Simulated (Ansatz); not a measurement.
Process, species as SMILES: C(=[CH])F → 2 C atom + F atom + 2 H atom
B3LYP-D3(BJ)/def2-TZVP geometries, fixed; electronic energies without zero-point terms.
Largest species:
```
C
C 1 1.3001
F 1 1.3501 2 123.21
H 2 1.0733 1 139.33 3 180.00
H 1 1.0877 2 125.07 4 0.00
```
Charge 0, spin multiplicity 2.

Energies in hartree at PBE with Ansatz (a program for electronic structure); the atomisation energy is their sum with the coefficients shown, times 627.509 kcal/mol a hartree. All functions are spherical. The program fits the integrals of some runs and decomposes those of others, by size. Open shells are unrestricted. No added dispersion term, no relativity.

```csv
species,coefficient,part,cc-pVDZ,cc-pVTZ,cc-pVQZ
[CH]=CF,-1,PBE,-176.94164,-177.00320,-177.01923
C atom,+2,PBE,-37.78854,-37.79492,-37.79717
F atom,+1,PBE,-99.62478,-99.66135,-99.67154
H atom,+2,PBE,-0.49863,-0.49962,-0.49985
```

### Question
Predict the atomisation energy in cc-pV5Z (X = 5): let each PBE step shrink by the ratio of the last two. Compare with the run.

### Answer

- [CH]=CF: steps -0.06156 and -0.01603, ratio 0.260, so PBE -177.02340 (run: -177.02484).
- C atom: steps -0.00638 and -0.00225, ratio 0.353, so PBE -37.79796 (run: -37.79840).
- F atom: steps -0.03657 and -0.01019, ratio 0.279, so PBE -99.67438 (run: -99.67533).
- H atom: steps -0.00099 and -0.00023, ratio 0.232, so PBE -0.49990 (run: -0.49997).
Predicted 472.70 kcal/mol; the run in cc-pV5Z gives 472.37, a miss of 0.33. Keeping the value in cc-pVQZ, 472.92, would miss by 0.55. All sums are of the energies as printed.
